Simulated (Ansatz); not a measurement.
Geometry optimisation, Ansatz, RKS B3LYP/6-31G*.

input.yaml

```yaml
crystal:
  periodic: [false, false, false]
  atoms:
    - { symbol: Si, position_ang: [-0.443823, -0.138039, -0.393481] }
    - { symbol: H, position_ang: [0.015448, 0.825783, 2.055017] }
    - { symbol: F, position_ang: [0.86379, -0.910014, 0.137625] }
    - { symbol: H, position_ang: [-0.194704, 1.313351, -0.372898] }
    - { symbol: H, position_ang: [-0.695659, -0.640232, -1.769854] }
    - { symbol: O, position_ang: [-1.776715, -0.444805, 0.561705] }
    - { symbol: H, position_ang: [-2.250851, -1.262459, 0.354221] }
    - { symbol: H, position_ang: [-0.657085, 0.626714, 2.148165] }
basis:
  gaussian: { orbitals: "6-31G*" }
hamiltonian:
  xc: b3lyp
relax:
  f_tol: 0.03
  max_steps: 50
```

Command:

```bash
$ ansatz run input.yaml --threads 1 --pin off --max-ram 2048MiB --backend cpu --events-out ev --progress --plain --runs-dir out
```

Q: Where does it end, and by what steps?

A: The run converged. The force dipped under the threshold on the way, but the program's further checks kept it going. After 24 steps the energy has fallen by 0.223 eV; H2 moved furthest, 1.75 Å.

```tsv
step	energy less start (eV)	largest force component (eV/Å)	accepted
0	0.0000	1.402	yes
1	-0.1148	0.257	yes
2	-0.1616	0.185	yes
3	-0.1862	0.112	yes
4	-0.1966	0.119	yes
5	-0.2011	0.179	yes
6	-0.2037	0.255	yes
7	-0.2067	0.214	yes
8	-0.2083	0.222	yes
9	-0.2116	0.127	yes
10	-0.2146	0.070	yes
11	-0.2160	0.055	yes
12	-0.2169	0.148	yes
13	-0.2179	0.080	yes
14	-0.2193	0.053	yes
15	-0.2199	0.123	yes
16	-0.2207	0.071	yes
17	-0.2213	0.023	yes
18	-0.2220	0.028	yes
19	-0.2208	0.226	no
20	-0.2224	0.052	yes
21	-0.2226	0.081	yes
22	-0.2228	0.056	yes
23	-0.2230	0.013	yes
24	-0.2230	0.013	yes
```

```xyz
8
Properties=species:S:1:pos:R:3
Si -0.386 -0.300 -0.959
H -0.746 0.946 3.629
F 0.887 -1.260 -0.736
H 0.085 1.040 -1.361
H -1.234 -0.955 -1.987
O -1.223 -0.076 0.448
H -1.732 -0.827 0.786
H -0.790 0.803 2.900
```

Whether the end is a true minimum wasn't checked by a vibrational analysis.

Time of the run: 41 s on 1 thread of Arm Neoverse V2 (shared host), peak memory 0.12 GiB.
